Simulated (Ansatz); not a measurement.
Total energies of water.

```csv
atom,x (Å),y (Å),z (Å)
O1,0.157,-0.258,-0.246
H2,0.273,0.695,-0.246
H3,-0.429,-0.438,0.492
```

Charge 0, multiplicity 1. Geometry: relaxed with PBE0-D4/def2-TZVP. Basis def2-TZVPP, Ansatz 0.2.0.

RPA on PBE orbitals: Hartree–Fock energy of these orbitals -76.05408 Eh, correlation -0.40224 Eh (frozen core).

| functional | energy without D4 (Eh) | D4 term (kJ/mol) |
| --- | --- | --- |
| LDA (SPW92) | -75.90194 | – |
| revPBE | -76.44013 | -2.5 |
| r2SCAN | -76.42320 | -0.1 |
| B97M-V | -76.43622 | – |
| B3LYP | -76.46667 | -0.8 |
| r2SCANh | -76.41862 | -0.1 |
| r2SCAN0 | -76.41194 | -0.1 |
| HSE06 (plane-wave form) | -76.37727 | -0.4 |
| BHLYP | -76.42312 | -0.5 |
| CAM-B3LYP | -76.43858 | -0.4 |
| ωB97X-V | -76.43446 | – |
| ωB97M-V | -76.43342 | – |
| B2PLYP | -76.41329 | – |
| PBE-QIDH | -76.37259 | – |

Problem. Give the same for PBE, BLYP, PBE0, LC-ωPBE. (Estimate.)

Solution. The calculation gave: 
| functional | energy without D4 (Eh) | D4 term (kJ/mol) |
| --- | --- | --- |
| PBE | -76.38007 | -0.5 |
| BLYP | -76.44877 | -1.2 |
| PBE0 | -76.38081 | -0.4 |
| LC-ωPBE | -76.42387 | – |

B3LYP takes the VWN-RPA correlation (the form of Gaussian; ORCA's B3LYP/G). HSE06 is the plane-wave form, built on full-range PBE exchange. The double hybrids freeze the cores in their second-order part.

LC-ωPBE has ω = 0.4 bohr⁻¹.
